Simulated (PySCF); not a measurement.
Published values to compare with (the computed states carry no symmetry labels, so the two lists aren't matched line by line):

| state | E (eV) | f | kind of transition | source |
| --- | --- | --- | --- | --- |
| 3A2''(n→π*) | 4.33 |  | vertical absorption | [1] |
| 3E''(n→π*) | 4.51 |  | vertical absorption | [1] |
| 1A2''(n→π*) | 4.59 |  | band maximum or as reported | [2] |
| 1A1''(n→π*) | 4.72 |  | vertical absorption | [1] |
| 3A1''(n→π*) | 4.73 |  | vertical absorption | [1] |
| 1A2''(n→π*) | 4.75 | 0.014 | vertical absorption | [1] |
| 1E''(n→π*) | 4.78 |  | vertical absorption | [1] |
| 3A1'(π→π*) | 4.85 |  | vertical absorption | [1] |
| 3E'(π→π*) | 5.59 |  | vertical absorption | [1] |
| 1A2'(π→π*) | 5.70 |  | band maximum or as reported | [2] |
| 1A2'(π→π*) | 5.75 |  | vertical absorption | [1] |
| 3A2'(π→π*) | 6.62 |  | vertical absorption | [1] |
| 1A1'(π→π*) | 6.86 |  | band maximum or as reported | [2] |
| 1A1'(π→π*) | 7.24 |  | vertical absorption | [1] |
| 1E'(n→3s) | 7.32 | 0.016 | vertical absorption | [1] |
| 1E'(π→π*) | 7.76 |  | band maximum or as reported | [2] |
| 1E''(n→π*) | 7.78 |  | vertical absorption | [1] |
| 1E'(π→π*) | 7.94 | 0.451 | vertical absorption | [1] |

[1] computed, theoretical best estimate (aug-cc-pVTZ, frozen core, CC3 geometry), gas; Veril, Scemama, Caffarel, Lipparini, Boggio-Pasqua, Jacquemin, Loos, WIREs Comput. Mol. Sci. 2021, 11, e1517 (QUESTDB)
[2] measured, gas; Loos, Lipparini, Boggio-Pasqua, Scemama, Jacquemin (2019), arXiv:1912.04173, literature columns

Species: 1,3,5-triazine, C3H3N3.
Cartesian coordinates in Å at the GFN2-xTB level; atoms count from 1:
```xyz
9
C3H3N3 angstrom
C      1.155   -0.540   -0.197
N      0.099   -1.336   -0.173
C     -1.059   -0.727   -0.363
N     -1.214    0.570   -0.568
C     -0.091    1.268   -0.572
N      1.119    0.768   -0.390
H      2.126   -0.994   -0.045
H     -1.952   -1.340   -0.349
H     -0.169    2.336   -0.736
```

Level of theory: TDDFT CAM-B3LYP/def2-SVPD, vertical, gas phase, core orbitals frozen in the response in PySCF 2.14.0, density-fitted response routines.

Computed singlets: 4.75 eV (f 0.000); 4.84 eV (f 0.000 summed over 2 states); 4.87 eV (f 0.015); 6.42 eV (f 0.000); 7.31 eV (f 0.000); 7.69 eV (f 0.000 summed over 2 states). Computed triplets (Tamm–Dancoff): 4.22, 4.41, 4.41 eV.

**Question.** How does the lowest computed singlet compare with the best estimate listed for the lowest singlet (vertical absorption)?

**Answer.** 4.75 eV against 4.72 eV for 1A1''(n→π*) [1]: a difference of +0.03 eV. Geometry and basis of the two calculations needn't be the same.

**Question.** How does the lowest computed triplet compare with the best estimate listed for the lowest triplet (vertical absorption)?

**Answer.** 4.22 eV against 4.33 eV for 3A2''(n→π*) [1]: a difference of -0.11 eV. Geometry and basis of the two calculations needn't be the same.

A measured band maximum holds vibronic effects and, in solution, solvent shifts, so it needn't equal the vertical energy.

The run took 22 s of wall time on one thread of an Arm Neoverse N1 (shared host).
